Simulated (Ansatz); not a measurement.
Ansatz (a first-principles code) input (wB97X-V/def2-TZVP):

Ansatz 0.2 input:
```yaml
crystal:
  periodic: [false, false, false]
  atoms:
    - {symbol: N, position_ang: [-0.00000000, -0.00000000, -0.54544247]}
    - {symbol: N, position_ang: [0.00000000, 0.00000000, 0.54544247]}
basis:
  gaussian:
    orbitals: def2-TZVP
hamiltonian:
  xc: {name: wB97X-V}
relax: {f_tol: 0.003, max_steps: 100}
```

End of the output:

```
integrals: 0.01 GiB planned
310 factors; their error is unknown
integrals: 0.04 GiB planned
78 factors; integrals over basis functions are off by at most 7.4e-6 eV
mean field: 0.13 GiB planned
mean field evaluation 1: about -2980.3057 eV, gradient 1.5e1 eV
mean field evaluation 2: about -2980.6643 eV, gradient 6.0e0 eV
mean field evaluation 4: about -2980.7235 eV, gradient 8.1e-2 eV
mean field evaluation 8: about -2980.7323 eV, gradient 3.7e-4 eV
mean field -2980.73226610 eV, -109.5398903662 hartree, gradient 1.0e-5 eV, S^2 0.000000; 0 other end points of the search recorded, 0 dependent functions left out
the calculation of the forces begins
reference -2980.73226526 eV, -109.5398903354 hartree; 7, 7 occupied and 55, 55 virtual orbitals, 310 factors
relax step   1: F+E_penalty+E_count = -2980.73226610 eV  Δ(F+E_penalty+E_count) = +0.000e0 eV  max|allowed force component| = 1.428e-3 eV/Å  Δτ_max = 0.0000 Å  (25 SCF iters, accepted)
Total energy: -2980.73226526 eV, -109.5398903354 hartree
Atom 0 at    -0.000000    -0.000000    -0.545442 Å, force    -0.000000    -0.000000    -0.001428 eV/Å
Atom 1 at     0.000000     0.000000     0.545442 Å, force     0.000000     0.000000     0.001428 eV/Å
Dipole moment:     0.000000    -0.000000     0.000000 e Å
```
